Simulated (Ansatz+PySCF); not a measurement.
Results of a calculation; reference values are marked as such.
A run of Ansatz (development build ahead of 0.2.0) on doublet C2H3O at this shape:

```yaml
atoms:
  - { symbol: H, position_ang: [0.0000, -1.0216, -1.1834] }
  - { symbol: C, position_ang: [0.0000, -0.0424, -0.7193] }
  - { symbol: C, position_ang: [0.0000, 0.0491, 0.7020] }
  - { symbol: H, position_ang: [0.0000, 1.0686, 1.1328] }
  - { symbol: H, position_ang: [0.0000, 0.8447, -1.3419] }
  - { symbol: O, position_ang: [0.0000, -0.8984, 1.4097] }
```

Its results:

```
Converged                                                          : yes
Reference energy                                                   : -152.34471 hartree
Correlation energy                                                 : -0.53286 hartree
Total energy                                                       : -152.87757 hartree
Spin squared of the determinant                                    : 0.750
Stability test                                                     : minimum among restricted orbitals
Occupied orbitals by symmetry in an Abelian subgroup (alpha; beta) : 10 A' 2 A''; 10 A' 1 A''
```

Forces (eV/Å):
| atom | Fx | Fy | Fz |
| --- | --- | --- | --- |
| H1 | 0.000 | 0.154 | 0.090 |
| C2 | 0.000 | 0.090 | -0.935 |
| C3 | 0.000 | 3.095 | -1.574 |
| H4 | 0.000 | 0.043 | -0.132 |
| H5 | 0.000 | -0.151 | 0.106 |
| O6 | 0.000 | -3.231 | 2.444 |

Question: Which input gives this output? Name the method, the orbitals and the basis set, and write the input.

Answer: ROHF-MP2 in cc-pVTZ.

```yaml
crystal:
  periodic: [false, false, false]
  atoms:
    - { symbol: H, position_ang: [0.0, -1.02156, -1.18339] }
    - { symbol: C, position_ang: [0.0, -0.04236, -0.71927] }
    - { symbol: C, position_ang: [0.0, 0.04907, 0.70203] }
    - { symbol: H, position_ang: [0.0, 1.0686, 1.13283] }
    - { symbol: H, position_ang: [0.0, 0.84466, -1.34194] }
    - { symbol: O, position_ang: [0.0, -0.89842, 1.40973] }
basis:
  gaussian: { orbitals: cc-pVTZ }
magnetization:
  initial_magnetization: 1
hamiltonian:
  xc: hf
correlation:
  method: mp2
  frozen_orbitals: { C: 1, H: 0, O: 1 }
output:
  forces: true
```

Caution: forces differ strongly between restricted and unrestricted references.
